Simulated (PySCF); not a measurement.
# How methods differ on the electron affinity of P

P⁻ [Ne] 3s2 3p4 (3P) → P [Ne] 3s2 3p3 (4S), as a difference of total energies. All numbers are calculated (PySCF 2.14, no relativity, point nucleus, in def2-QZVPPD). Correlated levels: valence: [Ne] frozen; valence and next inner shell: 1s2 frozen. The calculations carry no spin-orbit coupling.

```csv
method,electron affinity (eV),plus first-order spin-orbit estimate,error of that sum (eV)
UHF,-0.456,-0.445,-1.192
LDA,0.833,0.845,+0.098
PBE,0.675,0.687,-0.060
PBE0,0.624,0.636,-0.111
r2SCAN,0.625,0.637,-0.110
HSE06,0.632,0.644,-0.103
CAM-B3LYP,0.731,0.743,-0.004
revPBE,0.639,0.650,-0.097
BLYP,0.670,0.682,-0.065
MP2 (valence),0.348,0.360,-0.387
SCS-MP2 (valence),0.434,0.446,-0.301
MP2 (valence and next inner shell),0.336,0.347,-0.400
SCS-MP2 (valence and next inner shell),0.422,0.434,-0.313
```

Reference: 0.747 eV (measured; photodetachment measurements, as compiled on the Wikipedia data page of electron affinities).

A first-order spin-orbit estimate (lowest level to lowest level, LS coupling) adds 0.012 eV.

Errors of the correlated levels include the incompleteness of this basis and the frozen core.

A negative affinity means that the anion lies above the atom at that level of theory.

In the anion the highest occupied orbital energy is positive at LDA, PBE, PBE0, r2SCAN, HSE06, CAM-B3LYP, revPBE, BLYP; the basis confines that electron, and the energy difference can still be sensible.
